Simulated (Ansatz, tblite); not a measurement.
**The cluster Li4H5−: charged states by level of theory**

An exercise on one series of results from a longer session: the logs are not shown, and one member is left open.

Program: Ansatz 0.2.0, Gaussian basis. Level of theory: as each input shows. These are calculated values, not measurements.

Plan: charge 0 doublet, at the geometry of the singlet (PBE0-D4/def2-TZVPD, PBE-D4/def2-TZVPD, r2SCAN-D4/def2-TZVPD, CCSD(T)/def2-TZVPPD); the starting singlet's energies come from earlier runs.

## The geometry

The singlet was relaxed beforehand with PBE0-D4/def2-TZVPD. At that level it is the lowest of the isomers that a small search found.

9 atoms, charge -1, spin multiplicity 1.

Atoms are counted from 1 here; the program's logs count them from 0.

Bond lengths: Li1–Li2 2.496 Å, Li1–Li3 2.497 Å, Li1–H5 1.902 Å, Li1–H7 1.800 Å, Li1–H8 1.800 Å, Li2–Li4 2.495 Å, Li2–H5 1.898 Å, Li2–H6 1.798 Å, Li2–H7 1.800 Å, Li3–Li4 2.494 Å, Li3–H5 1.898 Å, Li3–H8 1.800 Å, Li3–H9 1.798 Å, Li4–H5 1.900 Å, Li4–H6 1.804 Å, Li4–H9 1.804 Å. Angles: Li2–Li1–Li3 89.9°, Li2–Li1–H5 48.9°, Li2–Li1–H7 46.1°, Li2–Li1–H8 134.2°, Li3–Li1–H5 48.9°, Li3–Li1–H7 134.2°, Li3–Li1–H8 46.1°, H5–Li1–H7 93.9°, H5–Li1–H8 93.9°, H7–Li1–H8 159.6°, Li1–Li2–Li4 90.0°, Li1–Li2–H5 49.0°, Li1–Li2–H6 134.3°, Li1–Li2–H7 46.1°, Li4–Li2–H5 49.0°, Li4–Li2–H6 46.2°, Li4–Li2–H7 134.3°, H5–Li2–H6 94.2° and more.

The ion is computed in the gas phase, without counter-ions or solvent.

The first run:

in.yaml

```yaml
crystal:
  periodic: [false, false, false]
  atoms:
    - {symbol: Li, position_ang: [0.418806, 1.008625, 1.388278]}
    - {symbol: Li, position_ang: [-0.305963, -1.359813, 1.083083]}
    - {symbol: Li, position_ang: [0.174351, 1.396043, -1.065864]}
    - {symbol: Li, position_ang: [-0.543318, -0.973022, -1.370556]}
    - {symbol: H, position_ang: [-0.734228, 0.209225, 0.104350]}
    - {symbol: H, position_ang: [-0.470351, -2.450118, -0.337611]}
    - {symbol: H, position_ang: [0.483064, -0.459822, 2.427186]}
    - {symbol: H, position_ang: [0.964256, 2.308425, 0.269228]}
    - {symbol: H, position_ang: [0.013383, 0.320458, -2.498094]}
basis:
  gaussian: {orbitals: def2-TZVPD}
magnetization: {spin_polarized: true, initial_magnetization: 1}
hamiltonian: {xc: pbe0, dispersion: d4}
output: {orbitals: {seedname: orbitals}}
```

Started as:

```console
$ ansatz run in.yaml --threads 4 --pin off --events-out ev --progress --plain --max-ram 3916MiB
```

Among the steps run: Charge 0 doublet at the fixed geometry, PBE0-D4/def2-TZVPD; Charge 0 doublet at the fixed geometry, PBE-D4/def2-TZVPD; Charge 0 doublet at the fixed geometry, r2SCAN-D4/def2-TZVPD; Charge 0 doublet at the fixed geometry, CCSD(T)/def2-TZVPPD.

One table of the session follows, with a row left open; its other results are not shown here.

It belongs to the step «Vertical ionisation energy». 

| method | vertical ionisation energy (eV) |
| --- | --- |
| HF/def2-TZVPPD | 3.64 |
| PBE-D4/def2-TZVPD | 3.18 |
| r2SCAN-D4/def2-TZVPD | 3.23 |
| PBE0-D4/def2-TZVPD | 3.55 |
| MP2/def2-TZVPPD | 4.20 |
| CCSD/def2-TZVPPD | 4.13 |
| CCSD(T)/def2-TZVPPD | ? |

Estimate the missing values for CCSD(T)/def2-TZVPPD.

**Answer.** vertical ionisation energy (eV): 4.09. In the column «vertical ionisation energy (eV)» it lies between HF/def2-TZVPPD (3.64) and CCSD/def2-TZVPPD (4.13).
